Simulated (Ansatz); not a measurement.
The input, for Ansatz 0.2.0:

```yaml
crystal:
  periodic: [false, false, false]
  atoms:
    - {symbol: Sb, position_ang: [0.000000, 0.000000, 0.000000]}
    - {symbol: H, position_ang: [0.000000, 0.000000, 1.708526]}
    - {symbol: H, position_ang: [0.000000, 0.000000, -1.708526]}
basis:
  gaussian: {orbitals: def2-SVP}
total_charge: 1
magnetization: {spin_polarized: true, initial_magnetization: 0}
hamiltonian: {xc: {name: PBE0}}
correlation: {method: ccsdt, electrons: valence}
```

```sh
$ ansatz run in.yaml --threads 1 --pin off --events-out ev --progress --plain --max-ram 2393MiB
```

Output:

```
759 factors; integrals over basis functions are off by at most 1.4e-7 eV
mean field evaluation 1: about -6556.6724 eV, gradient 5.5e0 eV
mean field evaluation 2: about -6556.6867 eV, gradient 5.5e0 eV
mean field evaluation 4: about -6556.8773 eV, gradient 8.8e-2 eV
mean field evaluation 8: about -6556.8770 eV, gradient 1.7e-3 eV
mean field evaluation 16: about -6556.9371 eV, gradient 6.1e-1 eV
mean field evaluation 32: about -6557.0122 eV, gradient 8.9e-2 eV
mean field evaluation 64: about -6556.8557 eV, gradient 8.4e-7 eV
mean field evaluation 96: about -6557.7164 eV, gradient 1.2e0 eV
mean field -6557.90599783 eV, -240.9986003119 hartree, gradient 9.4e-7 eV, S^2 1.004283; 11 other end points of the search recorded, 0 dependent functions left out
4 core orbitals not correlated: weight in the atoms' cores, before any rotation towards them, 1.000 or more for the frozen orbitals, at most 0.000 for the correlated occupied ones
reference -6530.56261844 eV, -239.9937496535 hartree; 8, 8 occupied and 24, 24 virtual orbitals, 759 factors
second order -2.74282091 eV of doubles, -0.15143165 eV of singles
cycle   1  -3.24354828 eV  change   -3.5e-1 eV  update   7.1e-2
cycle   2  -3.52087325 eV  change   -2.8e-1 eV  update   4.2e-2
cycle   3  -3.59893919 eV  change   -7.8e-2 eV  update   3.2e-2
cycle   4  -3.63296699 eV  change   -3.4e-2 eV  update   2.9e-2
cycle   5  -3.68723440 eV  change   -5.4e-2 eV  update   2.9e-2
cycle   6  -4.03881812 eV  change   -3.5e-1 eV  update   2.8e-2
cycle   7  -4.02440285 eV  change    1.4e-2 eV  update   9.7e-3
cycle   8  -4.15940246 eV  change   -1.3e-1 eV  update   9.0e-3
cycle   9  -4.09188800 eV  change    6.8e-2 eV  update   4.5e-3
cycle  10  -4.11613389 eV  change   -2.4e-2 eV  update   2.8e-3
cycle  11  -4.11636750 eV  change   -2.3e-4 eV  update   3.5e-4
cycle  12  -4.11806364 eV  change   -1.7e-3 eV  update   2.7e-4
cycle  13  -4.11859258 eV  change   -5.3e-4 eV  update   7.9e-5
cycle  14  -4.11876140 eV  change   -1.7e-4 eV  update   2.6e-5
cycle  15  -4.11879476 eV  change   -3.3e-5 eV  update   5.4e-6
cycle  16  -4.11879806 eV  change   -3.3e-6 eV  update   1.2e-6
cycle  17  -4.11879850 eV  change   -4.3e-7 eV  update   4.5e-7
WARN: in the space of 8 natural orbitals, full CI finds another state of this spin 0.184 eV below this run's state, or below the method's energy where it doesn't find this run's state
WARN: the results are in doubt because among natural orbitals full CI differs from the method by +1.504 eV
Total energy: -6534.68141694 eV, -240.1451127064 hartree
In doubt: among natural orbitals full CI differs from the method by +1.504 eV
```

Ran on 1 thread of Intel Xeon, shared host: 41 s wall, 0.24 GiB peak host memory.
